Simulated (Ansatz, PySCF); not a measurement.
# Cohesive energy of rock-salt SnTe (cubic form, which distorts at low temperature) at several levels of theory

No measured value is used here.

| level (code) | value (eV/atom) | cell (Å³/atom) |
|---|---|---|
| LDA (Ansatz) | 3.90 | 30.30 |
| PBE (PySCF) | 2.97 ± 0.04 | 33.17 |
| rVV10 (Ansatz) | 3.47 | 33.79 |
| Hartree–Fock (Ansatz) | 1.19 | 37.00 |

Free atoms are spin-polarised, in the lowest state found; at levels without +SOC their spin–orbit coupling is left out.  A ± on a computed value is a rough bar: the spread of its extrapolation, a floor set from checks against published values, or a statistical error. Density-functional levels without +SOC have no spin–orbit coupling, which shifts binding energies of heavy elements. LDA, PBE, rVV10, Hartree–Fock: symmetry holds this phase in the static calculation, where it need not be a minimum. rVV10: the free atom's electronic state is in doubt. Hartree–Fock: the cell is over a tenth larger than the published one: the level's own overestimate first of all, though another phase or state, or a fault of the published cell, is possible. Each level is taken at its own relaxed cell. Cutoffs and k meshes differ between the levels. Ansatz's density-functional and Hartree–Fock values are scalar-relativistic unless marked +SOC, with PAW data made under PBE.

Ansatz is an electronic-structure program.
